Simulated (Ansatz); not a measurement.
# BSiH2Cl (SMILES B[Si]Cl) at 6 levels

We compute a comparison of 6 runs (U-r2SCAN0/STO-3G, U-wB97M-V/STO-3G, U-wB97X/STO-3G, UCAM-B3LYP/STO-3G, RPA@PBE/STO-3G, UBCCD(T)/STO-3G) of BSiH2Cl. 

The calculation is run with Ansatz 0.2.0.

72 further runs of the same task are left out: 4 that didn't finish, 68 set aside as unsound or not needed.

**1. The molecule**

The species is BSiH2Cl (5 atoms), meant as a triplet with charge 0. As SMILES, `B[Si]Cl`. The Si2–B1 distance was set to 2.828 Å, away from the relaxed value. At this shape a bond of the SMILES string is far longer than usual.

Bond lengths: Si2–Cl3 2.073 Å, B1–H4 1.174 Å, B1–H5 1.171 Å. Angles: H4–B1–H5 119.8°. A long bond or contact: B1–Si2 2.828 Å.

**2. A single-point energy at U-r2SCAN0/STO-3G (run 1)**

Input file molecule.yaml:

```yaml
crystal:
  periodic: [false, false, false]
  atoms:
    - {symbol: B, position_ang: [-1.178427, 1.092887, -0.632532]}
    - {symbol: Si, position_ang: [0.334580, -1.081930, 0.357550]}
    - {symbol: Cl, position_ang: [2.311390, -0.930270, 0.961480]}
    - {symbol: H, position_ang: [-0.688807, 2.156137, -0.717452]}
    - {symbol: H, position_ang: [-2.291717, 0.937957, -0.959112]}
basis:
  gaussian:
    orbitals: STO-3G
magnetization:
  spin_polarized: true
  initial_magnetization: 2
hamiltonian:
  xc: {name: r2SCAN0}
accuracy: high
```

On the command line:

```sh
$ ansatz run molecule.yaml --threads 1 --pin off --max-ram 2610MiB --events-out events.jsonl --progress --plain --runs-dir runs
```

The program printed:

```text
Warning: RAYON_NUM_THREADS=1 ignored (pool sized by the plan → 1); use --threads N
Functional definition: r2SCAN0
  name "r2SCAN0"
  parameter a = 0.25
  parameter k0 = 0.174
  parameter k1 = 0.065
  parameter a1 = 4.9479
  exchange = (1 - a)*r2scan_x(k0 = k0, k1 = k1, a1 = a1) + a*exact_x
  correlation = r2scan_c
429 factors; integrals over basis functions are off by at most 1.2e-8 eV
mean field evaluation 1: about -20862.7453 eV, gradient 1.7e1 eV
mean field evaluation 2: about -20856.1363 eV, gradient 2.8e1 eV
mean field evaluation 4: about -20867.0424 eV, gradient 1.6e0 eV
mean field evaluation 8: about -20867.1770 eV, gradient 2.1e-1 eV
mean field evaluation 16: about -20867.1783 eV, gradient 7.3e-5 eV
mean field evaluation 32: about -20866.2672 eV, gradient 4.7e0 eV
mean field -20867.17833273 eV, -766.8546594464 hartree, gradient 6.7e-8 eV, S^2 2.027899; 4 other end points of the search recorded, 0 dependent functions left out
reference -20867.17833340 eV, -766.8546594710 hartree; 20, 18 occupied and 5, 7 virtual orbitals, 429 factors
Total energy: -20867.17833340 eV, -766.8546594710 hartree
```

It took 8.4 s on 1 thread of Arm Neoverse V1, shared host; peak memory 0.26 GiB.

**3. The energy at U-wB97M-V/STO-3G (run 2)**

Input file run.yaml:

```yaml
basis:
  gaussian: {orbitals: STO-3G}
crystal:
  periodic: [false, false, false]
  atoms:
    - {symbol: B, position_ang: [-1.178427, 1.092887, -0.632532]}
    - {symbol: Si, position_ang: [0.334580, -1.081930, 0.357550]}
    - {symbol: Cl, position_ang: [2.311390, -0.930270, 0.961480]}
    - {symbol: H, position_ang: [-0.688807, 2.156137, -0.717452]}
    - {symbol: H, position_ang: [-2.291717, 0.937957, -0.959112]}
magnetization: {spin_polarized: true, initial_magnetization: 2}
hamiltonian: {xc: {name: wB97M-V}}
accuracy: high
```

On the command line:

```sh
$ ansatz run run.yaml --threads 1 --pin off --max-ram 2610MiB --events-out events.jsonl --progress --plain --runs-dir runs
```

The program printed, cut to the lines that bear on the results:

```text
Warning: RAYON_NUM_THREADS=1 ignored (pool sized by the plan → 1); use --threads N
Functional definition: wB97M-V
  name "wB97M-V"
[...]
  gx(w, u) = 1 - cx + cx01*u + cx10*w
  gss(w, u) = css00 + css04*u^4 + css10*w + css20*w^2 + css43*w^4*u^3
  gos(w, u) = cos00 + cos10*w + (cos20 + cos21*u)*w^2 + (cos60 + cos61*u)*w^6
[...]
      + integral(e_c_pw_mod_opposite_spin*gos(b97_w_opposite, b97_u_opposite)) + vv10(b, c)
429 factors; integrals over basis functions are off by at most 1.2e-8 eV
176 factors; integrals over basis functions are off by at most 1.6e-9 eV
[...]
mean field -20869.44448582 eV, -766.9379390362 hartree, gradient 8.4e-8 eV, S^2 2.014449; 4 other end points of the search recorded, 0 dependent functions left out
reference -20869.44448850 eV, -766.9379391347 hartree; 20, 18 occupied and 5, 7 virtual orbitals, 429 factors
Total energy: -20869.44448850 eV, -766.9379391347 hartree
```

Run time: 39 s. Hardware: 1 thread of Arm Neoverse V1, shared host; peak memory 0.56 GiB.

Run 3 isn't shown in full; the table further down has it.

**4. The energy at UCAM-B3LYP/STO-3G (run 4)**

Input file run.yaml:

```yaml
crystal:
  periodic: [false, false, false]
  atoms:
    - symbol: B
      position_ang: [-1.178427, 1.092887, -0.632532]
    - symbol: Si
      position_ang: [0.334580, -1.081930, 0.357550]
    - symbol: Cl
      position_ang: [2.311390, -0.930270, 0.961480]
    - symbol: H
      position_ang: [-0.688807, 2.156137, -0.717452]
    - symbol: H
      position_ang: [-2.291717, 0.937957, -0.959112]
basis:
  gaussian:
    orbitals: STO-3G
magnetization:
  spin_polarized: true
  initial_magnetization: 2
hamiltonian:
  xc: {name: CAM-B3LYP}
accuracy: high
```

On the command line:

```sh
$ ansatz run run.yaml --threads 1 --pin off --max-ram 2610MiB --events-out events.jsonl --progress --plain --runs-dir runs
```

The program printed:

```text
Warning: RAYON_NUM_THREADS=1 ignored (pool sized by the plan → 1); use --threads N
Functional definition: CAM-B3LYP
  name "CAM-B3LYP"
  parameter alpha = 0.19
  parameter beta = 0.46
  parameter omega = 0.33/bohr
  parameter ac = 0.81
  exchange = (1 - alpha - beta)*b88_x + beta*b88_x_sr(omega) + alpha*exact_x + beta*exact_x_lr(omega)
  correlation = (1 - ac)*vwn5_c + ac*lyp_c
429 factors; integrals over basis functions are off by at most 1.2e-8 eV
190 factors; integrals over basis functions are off by at most 9.4e-10 eV
mean field evaluation 1: about -20862.7041 eV, gradient 1.5e1 eV
mean field evaluation 2: about -20861.4067 eV, gradient 2.0e1 eV
mean field evaluation 4: about -20866.1289 eV, gradient 1.6e0 eV
mean field evaluation 8: about -20866.3767 eV, gradient 2.4e-1 eV
mean field evaluation 16: about -20866.3554 eV, gradient 2.8e-4 eV
mean field -20866.35540586 eV, -766.8244174417 hartree, gradient 5.5e-8 eV, S^2 2.020429; 2 other end points of the search recorded, 0 dependent functions left out
reference -20866.35542126 eV, -766.8244180075 hartree; 20, 18 occupied and 5, 7 virtual orbitals, 429 factors
Total energy: -20866.35542126 eV, -766.8244180075 hartree
```

Run time: 3.6 s. Hardware: 1 thread of Arm Neoverse V1, shared host; peak memory 0.15 GiB.

Run 5 isn't shown in full; the table further down has it.

**5. A single-point energy at UBCCD(T)/STO-3G (run 6)**

Input file molecule.yaml:

```yaml
basis:
  gaussian: {orbitals: STO-3G}
crystal:
  periodic: [false, false, false]
  atoms:
    - {symbol: B, position_ang: [-1.178427, 1.092887, -0.632532]}
    - {symbol: Si, position_ang: [0.334580, -1.081930, 0.357550]}
    - {symbol: Cl, position_ang: [2.311390, -0.930270, 0.961480]}
    - {symbol: H, position_ang: [-0.688807, 2.156137, -0.717452]}
    - {symbol: H, position_ang: [-2.291717, 0.937957, -0.959112]}
magnetization: {spin_polarized: true, initial_magnetization: 2}
scf: {omitted_lower_state_checks: [cluster_reference, increment]}
correlation: {method: bccd_t, frozen_orbitals: {B: 1, Cl: 5, H: 0, Si: 5}}
accuracy: high
```

On the command line:

```sh
$ ansatz run molecule.yaml --threads 1 --pin off --max-ram 2610MiB --events-out events.jsonl --progress --plain --runs-dir runs
```

The program printed, cut to the lines that bear on the results:

```text
Warning: RAYON_NUM_THREADS=1 ignored (pool sized by the plan → 1); use --threads N
Functional definition: HF
  name "HF"
[...]
429 factors; integrals over basis functions are off by at most 1.2e-8 eV
[...]
mean field -20832.55933707 eV, -765.5824348214 hartree, gradient 2.1e-8 eV, S^2 2.058225; 5 other end points of the search recorded, 0 dependent functions left out
11 core orbitals not correlated: weight in the atoms' cores, before any rotation towards them, 1.000 or more for the frozen orbitals, at most 0.000 for the correlated occupied ones
reference -20832.55933707 eV, -765.5824348214 hartree; 9, 7 occupied and 5, 7 virtual orbitals, 429 factors
second order -1.25443436 eV of doubles, -0.00000000 eV of singles
cycle   1  -1.62843408 eV  change   -3.7e-1 eV  update   6.7e-2
[...]
cycle  43  -1.97363175 eV  change  -3.5e-10 eV  update  4.0e-10
perturbative correction -0.05596081 eV, -0.0020565218 hartree
Total energy: -20834.58892963 eV, -765.6570209722 hartree
Checks for a lower state left out: cluster_reference, increment
```

Wall time 0.77 s (1 thread of Arm Neoverse V1, shared host).

**6. Overview of the runs**

| run | level | frozen core orbitals | energy (Eh) | ⟨S²⟩ | wall time |
| --- | --- | --- | --- | --- | --- |
| 1 | U-r2SCAN0/STO-3G | – | -766.854659 | 2.028 | 8.4 s |
| 2 | U-wB97M-V/STO-3G | – | -766.937939 | 2.014 | 39 s |
| 3 | U-wB97X/STO-3G | – | -766.870309 | 2.027 | 15 s |
| 4 | UCAM-B3LYP/STO-3G | – | -766.824418 | 2.020 | 3.6 s |
| 5 | RPA@PBE/STO-3G | 11 | -765.718164 | 2.009 | 3.3 s |
| 6 | UBCCD(T)/STO-3G | 11 | -765.657021 | 2.058 | 0.77 s |

**7. Summary of results**

```
                                           quantity          value
                                run 6: total energy  -765.65702 Eh
run 6: correlation energy (11 core orbitals frozen)      -74.6 mEh
                              run 6: (T) correction      -2.06 mEh
           run 6: ⟨S²⟩ of the reference determinant          2.058
```

What this shows: Totals of different functionals can't be ranked against each other. In runs 1, 2, 3, 4, 5, 6 the basis is minimal, so the values are rough. All runs together took 70 s, the longest 39 s.
